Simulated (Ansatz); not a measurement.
# Relaxing Co2Cl

Theory: DFT PBE, scalar-relativistic, plane waves, PAW (Ansatz). Cutoff 420 eV, Γ-centred k mesh, Gaussian smearing, collinear spin, first started from parallel moments.

Co2Cl was placed on the cubic Laves (C15) structure type (Fd-3m, No. 227), with Cl in place of Mg, Co in place of Cu, at a guessed volume.

```xyz
6
Lattice="0.0000 3.5924 3.5924 3.5924 0.0000 3.5924 3.5924 3.5924 0.0000" Properties=species:S:1:pos:R:3 pbc="T T T"
Co    4.4904    4.4904    4.4904
Co    4.4904    2.6943    2.6943
Co    2.6943    2.6943    4.4904
Co    2.6943    4.4904    2.6943
Cl    0.0000    0.0000    0.0000
Cl    1.7962    1.7962    1.7962
```

Cell and atoms relax at zero pressure; the relaxation can't lower the symmetry of the start.

The zero of energy is the elements' standard structures at the same level (Cl₂ as a molecule); no fitted shifts are applied.

Q: What does it relax into?

A: It keeps Fd-3m (No. 227). The result has the cubic Laves (C15) structure. Conventional cell: a = 7.139 Å. Co has 6 Co at 2.52 Å and 6 Cl at 2.96 Å; Cl has 12 Co at 2.96 Å and 4 Cl at 3.09 Å.

Space group Fd-3m:1 (No. 227). a = 7.139 Å, b = 7.139 Å, c = 7.139 Å, α = 90.00°, β = 90.00°, γ = 90.00°
```
atom site symmetry x y z
  Co   16d      .-3m  0.1250  0.6250  0.1250
  Cl    8a      -43m  0.5000  0.0000  0.5000
```

Q: What are its volume, energy, gap and moment?

A: The volume per atom is 15.16 Å³. The density is 5.60 g/cm³. The energy over the elements is 0.73 eV/atom. The gap on the 10×10×10 mesh is 0 eV (a metal), the net moment per atom is 1.62 μB and the largest site moment is 2.23 μB.

The final run used a 10×10×10 mesh on its 6-atom cell and 0.10 eV smearing. The k mesh leaves about 4 meV/atom of noise in metals. A structure relaxed within its symmetry needn't be a true minimum.

Cost: 2 runs of about 1.5 core-minutes in all, on Intel Xeon 6975P-C (Granite Rapids) (shared hosts).